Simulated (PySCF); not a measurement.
# Working out the ionisation energy of Al

Al [Ne] 3s2 3p1 (2P) → Al⁺ [Ne] 3s2 (1S). All numbers are calculated (PySCF 2.14, the non-relativistic Hamiltonian (point nucleus), in aug-cc-pV(Q+d)Z with one added diffuse shell each of s, p, d, f, g type (8s7p6d4f3g, 114 functions)). Frozen: [Ne]. Energies in hartree (1 hartree = 27.21139 eV):

| part | Al (lower) | Al⁺ (upper) |
| --- | --- | --- |
| UHF | -241.880450 | -241.674357 |
| MP2 opposite-spin | -0.035509 | -0.029141 |
| MP2 same-spin | -0.002646 | 0.000000 |

Q: What does Hartree-Fock give?

A: (-241.674357) − (-241.880450) = 0.206093 hartree = 5.608 eV.

Q: What do MP2 and SCS-MP2 (6/5 opposite-spin, 1/3 same-spin) give?

A: The opposite-spin parts differ by 0.173 eV and the same-spin parts by 0.072 eV. MP2: 5.608 + (0.173) + (0.072) = 5.853 eV. SCS-MP2: 5.608 + 1.2 × (0.173) + (0.072)/3 = 5.840 eV.

Measured between the centres of the two terms (NIST): 5.977 eV, so MP2 (valence) is off by -0.124 eV.

What remains against the reference includes basis incompleteness, the frozen core and correlation beyond second order.
